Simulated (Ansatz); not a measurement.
Two shapes of triplet C₂S.

Shape 1:

```xyz
3

C     0.0000   -0.0001   -1.4024
C     0.0000    0.0000   -0.0828
S     0.0000    0.0001    1.4852
```

Shape 2:

```xyz
3

C    -0.0141   -0.0352   -1.4351
C     0.0315    0.0092   -0.1205
S     0.0326    0.0368    1.4947
```

Basis set: def2-SVP (spherical functions). Correlated methods keep 7 orbitals frozen. Correlation on ROHF uses semicanonical orbitals with singles. Charge 0, multiplicity 3.

Computed with Ansatz (development build ahead of 0.2.0); each method stands on the lowest determinant of its kind that the runs found.

Task: Which shape is lower in energy, and by how much in each method?

Result:

```
      method  E(2) − E(1) (eV)
        ROHF             0.111
    ROHF-MP2             0.026
     UHF-MP2             0.036
ROHF-CCSD(T)             0.024
 UHF-CCSD(T)             0.025
```

Shape 1 is lower. Caution for UHF-MP2, UHF-CCSD(T): the unrestricted determinant is spin contaminated.
